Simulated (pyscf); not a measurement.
Four-centre exchange: H₂N–SiH₃ + SiH₄ -> H₂N–SiH₃ + SiH₄

Gas phase, singlet surface, charge 0. Bonds broken: Si2–H9, H5–Si8. Bonds formed: Si2–H5, Si8–H9. Optimised with ωB97X-D3(BJ)/def2-SVP in PySCF. MP2 and CC: frozen core, UHF for open shells. ΔMP2 is the change of the MP2 total energy from the triple- to the quadruple-zeta basis.

Transition state (Å):

```xyz
12

N     -0.3145     1.4402    -1.2232
Si    -0.1608    -0.1314    -0.4938
H      0.2829     2.2162    -0.9542
H     -1.1941     1.7667    -1.6120
H     -0.1628    -1.5175     0.4585
H      1.3175    -0.1731    -0.3012
H     -1.0848    -0.9056    -1.3719
Si    -0.9731    -0.9285     1.8710
H     -0.9480     0.3869     0.9150
H     -1.9977    -1.9733     1.5691
H     -1.6929    -0.0554     2.8854
H      0.2905    -1.2733     2.5902
```

One imaginary mode, 380i cm⁻¹; descent along it reached the two sides named.

```csv
bond,change,reactant side (Å),saddle,product side
Si2–H9,breaks,1.501,1.695,3.5
H5–Si8,breaks,1.491,1.732,3.0
Si2–H5,forms,3.1,1.682,1.501
Si8–H9,forms,3.0,1.626,1.490
```

Electronic energies relative to the separated reactants (kcal/mol):

```csv
level,barrier,reaction energy,reverse barrier
ωB97X-D3(BJ)/def2-TZVP,42.0,0.0,42.0
PBE/def2-TZVP,38.6,0.0,38.6
r²SCAN/def2-TZVP,40.3,0.0,40.3
B3LYP-D3(BJ)/def2-TZVP,44.5,0.0,44.5
PBE0-D3(BJ)/def2-TZVP,39.3,0.0,39.3
M06-2X/def2-TZVP,44.7,0.0,44.7
ωB97M-D3(BJ)/def2-TZVP,44.3,0.0,44.3
HF/def2-TZVP,63.0,0.0,63.0
MP2/def2-QZVPP,45.2,0.0,45.2
CCSD/def2-TZVPP,48.7,0.0,48.7
CCSD(T)/def2-TZVPP,46.4,0.0,46.4
CCSD(T)/def2-TZVPP + ΔMP2(QZVPP),45.5,0.0,45.5
```

With CCSD(T)/def2-TZVPP + ΔMP2(QZVPP) energies and thermal terms (ideal gas, 1 atm, RRHO with modes under 100 cm⁻¹ raised to 100, one conformer, R ln 2 for chiral ones without a mode under 150 cm⁻¹), in kcal/mol:

| T (K) | ΔH‡ | ΔG‡ | ΔH | ΔG |
|---|---|---|---|---|
| 298 | 46.3 | 56.8 | 0.0 | 0.0 |
| 600 | 46.4 | 67.4 | 0.0 | 0.0 |
| 900 | 46.9 | 77.8 | 0.0 | 0.0 |
| 1200 | 47.5 | 88.1 | 0.0 | 0.0 |

At the saddle there is also a short Si–Si contact that neither side keeps. This is the saddle that the search found; another between the same sides may lie lower. The CCSD(T) − MP2 part came from Ansatz, without density fitting, on the same reference.
